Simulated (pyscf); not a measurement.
Structures and frequencies: ωB97X-D3(BJ)/def2-SVP in PySCF.

For the elementary gas-phase step `[O]=[Si]([OH])[OH]` + `[NH3]` → `[NH2][Si]([OH])([OH])[OH]` (singlet surface; H–N broken, H–O, N–Si formed), what barrier and reaction energy does ωB97M-D3(BJ)/def2-TZVP give, measured from the separated reactants?

ΔE‡ = -0.76 eV, ΔE = -2.50 eV. Zero-point energy shifts the barrier by -0.01 eV. It is an addition across a multiple bond or ene-type step, with an imaginary mode of 1357i cm⁻¹. On the reactant side the descent ends in an adduct with a N–Si contact, 1.44 eV under the separated species and 0.62 eV under the saddle at ωB97X-D3(BJ)/def2-TZVP. At ωB97M-D3(BJ) the saddle lies under the separated reactants, which points to a path from their complex (located at ωB97X-D3(BJ) alone). What is counted as formed (N–Si) is already present as a longer contact in the reactant adduct; forming that adduct is a step of its own. One saddle was located; it need not be the lowest between these sides.
